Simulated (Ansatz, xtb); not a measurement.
C4H4S: which of two isomers lies lower

Structure a: `C=CC=C=S`, a singlet. Structure b: `c1ccsc1`, a singlet. Both are isolated molecules in the gas phase, relaxed with PBE0-D3(BJ)/def2-SVP; the shapes shown needn't be the lowest conformers.

a (Å):

```json
{"atom": "C", "x (Å)": "-2.1107", "y (Å)": "-0.4267", "z (Å)": "0.6707"}
{"atom": "C", "x (Å)": "-1.3606", "y (Å)": "0.6832", "z (Å)": "0.6060"}
{"atom": "C", "x (Å)": "-0.8540", "y (Å)": "1.2562", "z (Å)": "-0.6300"}
{"atom": "C", "x (Å)": "-0.1133", "y (Å)": "2.3490", "z (Å)": "-0.7110"}
{"atom": "S", "x (Å)": "0.7582", "y (Å)": "3.6345", "z (Å)": "-0.8087"}
{"atom": "H", "x (Å)": "-2.4637", "y (Å)": "-0.8115", "z (Å)": "1.6295"}
{"atom": "H", "x (Å)": "-2.3930", "y (Å)": "-0.9812", "z (Å)": "-0.2289"}
{"atom": "H", "x (Å)": "-1.0979", "y (Å)": "1.2117", "z (Å)": "1.5282"}
{"atom": "H", "x (Å)": "-1.0921", "y (Å)": "0.7605", "z (Å)": "-1.5803"}
```

b (Å):

```xyz
9

C    -0.2727   -0.8302   -0.6074
C     0.5210   -0.0554    0.2859
C    -0.1552    1.0295    0.7792
C    -1.5317   -0.3142   -0.7699
S    -1.7546    1.1114    0.1604
H     0.0740   -1.7341   -1.1102
H     1.5520   -0.2912    0.5531
H     0.2023    1.7871    1.4753
H    -2.3423   -0.6969   -1.3885
```

Quicker runs give these differences E(b) − E(a): GFN2-xTB −155.8 kJ/mol; HF/STO-3G −256.9 kJ/mol (at GFN2-xTB geometries); r2SCAN-D4/def2-SVP −146.0 kJ/mol (at GFN2-xTB geometries).

Estimate E(b) − E(a) at the level CCSD(T)/def2-SVP + ΔMP2/def2-TZVPP.

Calculated at CCSD(T)/def2-SVP + ΔMP2/def2-TZVPP: E(b) − E(a) = −151.1 kJ/mol, so structure b lies lower.

The same difference at several levels:

| level | geometry | E(b) − E(a) (kJ/mol) | departure from the last row (kJ/mol) | job, with rough time for the two |
| --- | --- | --- | --- | --- |
| GFN2-xTB | GFN2-xTB | −155.8 | −4.8 | optimisation, 0.1 s |
| HF/STO-3G | GFN2-xTB | −256.9 | −105.8 | single point, 0.28 s |
| r2SCAN-D4/def2-SVP | GFN2-xTB | −146.0 | +5.1 | single point, 3.2 s |
| PBE0-D3(BJ)/def2-SVP | PBE0-D3(BJ)/def2-SVP | −160.4 | −9.3 | optimisation, 19 s |
| HF/def2-SVP | PBE0-D3(BJ)/def2-SVP | −129.4 | +21.7 | part of the CCSD(T) run |
| MP2/def2-SVP | PBE0-D3(BJ)/def2-SVP | −157.7 | −6.6 | part of the CCSD(T) run |
| CCSD(T)/def2-SVP | PBE0-D3(BJ)/def2-SVP | −134.8 | +16.3 | single point |
| CCSD(T)/def2-SVP + ΔMP2/def2-TZVPP | PBE0-D3(BJ)/def2-SVP | −151.1 |  | single point, 28 s |

As drawn, b has 3 C∷C, 2 C∷S in place of 2 C=C, 1 C–C, 1 C=S (∷ is an aromatic bond). Structure a has no ring, b a 5-membered ring (with an aromatic ring).

The levels shown agree on the order. The largest departure from CCSD(T)/def2-SVP + ΔMP2/def2-TZVPP is that of HF/STO-3G, 105.8 kJ/mol. The last row adds to CCSD(T) the change of the MP2 difference between the two basis sets, here −16.3 kJ/mol, a large step that makes the value less sure.

With harmonic frequencies from PBE0-D3(BJ)/def2-SVP (ideal gas, rigid rotor, one conformer each, 298.15 K, 1 atm): on the last row, ΔE + ΔZPE = −143.6, ΔH = −147.5, ΔG = −137.1 kJ/mol.

The correlated steps freeze 9 core orbitals. Codes used: Ansatz 0.2.0, xtb 6.7.1; the last row on 2 threads of Arm Neoverse V1 on a shared host.
